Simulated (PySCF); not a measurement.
Species: BH2Me, CH5B.
SMILES: `BC`

Method: PBE0-D3(BJ)/def2-SVP geometry optimisation, gas phase in PySCF.

Masses are those of the commonest isotopes; rigid-rotor values at the optimised geometry. 

Give the principal moments of inertia and the rotational constants in MHz.

Ia = 5.36, Ib = 23.44, Ic = 25.74 u·Å²; 505379 MHz·u·Å²/I gives A = 94359, B = 21560, C = 19633 MHz.

Classify the top.

A near-prolate asymmetric top; Ray's κ = -0.948.

What does the inertial defect say?

Not planar: Δ = Ic − Ia − Ib = -3.06 u·Å². For a rigid frame Δ = −2 Σ m c², so Σ m c² = 1.53 u·Å² lies off the ab plane, practically all of it from hydrogen. The atom farthest from that plane is 1.07 Å away.

Which lines would a microwave search look for?

The dipole components are |μa| = 0.77 D, |μb| = 0.02 D, |μc| = 0.15 D. Intensities carry the squares of the components, which stand as 1.00 : 0.00 : 0.04 (a : b : c). Some lines, for components of 0.1 D or more:

```json
{"type": "a", "branch": "Q", "J(Ka,Kc)": "1(1,0) ← 1(1,1)", "MHz": "1927", "lower level (cm⁻¹)": "3.802"}
{"type": "a", "branch": "Q", "J(Ka,Kc)": "3(1,2) ← 3(1,3)", "MHz": "11559", "lower level (cm⁻¹)": "10.511"}
{"type": "a", "branch": "Q", "J(Ka,Kc)": "4(1,3) ← 4(1,4)", "MHz": "19263", "lower level (cm⁻¹)": "15.876"}
{"type": "c", "branch": "Q", "J(Ka,Kc)": "4(1,4) ← 4(0,4)", "MHz": "64597", "lower level (cm⁻¹)": "13.722"}
{"type": "c", "branch": "Q", "J(Ka,Kc)": "3(1,3) ← 3(0,3)", "MHz": "68148", "lower level (cm⁻¹)": "8.238"}
{"type": "c", "branch": "Q", "J(Ka,Kc)": "1(1,1) ← 1(0,1)", "MHz": "72799", "lower level (cm⁻¹)": "1.374"}
{"type": "a", "branch": "R", "J(Ka,Kc)": "2(1,2) ← 1(1,1)", "MHz": "80459", "lower level (cm⁻¹)": "3.802"}
{"type": "c", "branch": "R", "J(Ka,Kc)": "1(1,0) ← 0(0,0)", "MHz": "115919", "lower level (cm⁻¹)": "0.000"}
{"type": "a", "branch": "R", "J(Ka,Kc)": "3(1,3) ← 2(1,2)", "MHz": "120665", "lower level (cm⁻¹)": "6.486"}
{"type": "a", "branch": "R", "J(Ka,Kc)": "3(0,3) ← 2(0,2)", "MHz": "123427", "lower level (cm⁻¹)": "4.121"}
{"type": "a", "branch": "R", "J(Ka,Kc)": "3(2,2) ← 2(2,1)", "MHz": "123578", "lower level (cm⁻¹)": "13.964"}
{"type": "a", "branch": "R", "J(Ka,Kc)": "3(2,1) ← 2(2,0)", "MHz": "123729", "lower level (cm⁻¹)": "13.965"}
{"type": "c", "branch": "R", "J(Ka,Kc)": "2(1,1) ← 1(0,1)", "MHz": "159038", "lower level (cm⁻¹)": "1.374"}
{"type": "a", "branch": "R", "J(Ka,Kc)": "4(3,1) ← 3(3,0)", "MHz": "164848", "lower level (cm⁻¹)": "30.389"}
{"type": "a", "branch": "R", "J(Ka,Kc)": "4(2,2) ← 3(2,1)", "MHz": "165118", "lower level (cm⁻¹)": "18.092"}
{"type": "c", "branch": "Q", "J(Ka,Kc)": "2(2,1) ← 2(1,1)", "MHz": "218398", "lower level (cm⁻¹)": "6.679"}
{"type": "c", "branch": "R", "J(Ka,Kc)": "2(2,1) ← 1(1,1)", "MHz": "304637", "lower level (cm⁻¹)": "3.802"}
{"type": "c", "branch": "Q", "J(Ka,Kc)": "4(3,2) ← 4(2,2)", "MHz": "368375", "lower level (cm⁻¹)": "23.600"}
{"type": "c", "branch": "Q", "J(Ka,Kc)": "3(3,1) ← 3(2,1)", "MHz": "368648", "lower level (cm⁻¹)": "18.092"}
{"type": "c", "branch": "R", "J(Ka,Kc)": "4(2,2) ← 3(1,2)", "MHz": "380838", "lower level (cm⁻¹)": "10.897"}
{"type": "c", "branch": "R", "J(Ka,Kc)": "3(3,1) ← 2(2,1)", "MHz": "492415", "lower level (cm⁻¹)": "13.964"}
{"type": "c", "branch": "R", "J(Ka,Kc)": "4(3,2) ← 3(2,2)", "MHz": "533682", "lower level (cm⁻¹)": "18.086"}
{"type": "c", "branch": "R", "J(Ka,Kc)": "4(4,1) ← 3(3,1)", "MHz": "681115", "lower level (cm⁻¹)": "30.389"}
```

PBE0-D3(BJ)/def2-SVP frequencies: not computed here. Constants of a rigid frame at the computed geometry: no zero-point averaging, no centrifugal distortion. A rigid rotor knows nothing of internal rotation, which can split or shift real lines. Quadrupole hyperfine structure (11B) is left out.
